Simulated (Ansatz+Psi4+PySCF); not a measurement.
**singlet P2: levels of theory in one basis**

```
atom   x (Å)   y (Å)    z (Å)
   P  0.0000  0.0000   1.1594
   P  0.0000  0.0000  -1.1594
```

Basis set: cc-pV(T+d)Z (spherical functions). Correlated methods keep 10 orbitals frozen. Charge 0, multiplicity 1.

Computed with Ansatz (development build ahead of 0.2.0) and Psi4 1.11; the reference of a correlated method needn't be the lowest determinant of its kind.

```csv
method,E − E(RHF) (eV),<S²> of the determinant
RHF,0.00,0.00
RHF-MP2,-8.96,–
RHF-CCSD,-9.00,–
RHF-CCSD(T),-9.89,–
```

Caution: stretched shape with no unrestricted run beside it, a lower state can exist; unrestricted orbitals would lower the determinant. Caution for RHF-MP2, RHF-CCSD, RHF-CCSD(T): large amplitudes, a single reference is doubtful. Caution for RHF-MP2: the determinant breaks the point group; another reference gives a lower total. Caution for RHF-CCSD, RHF-CCSD(T): the determinant is a saddle point; the program doubts this total.
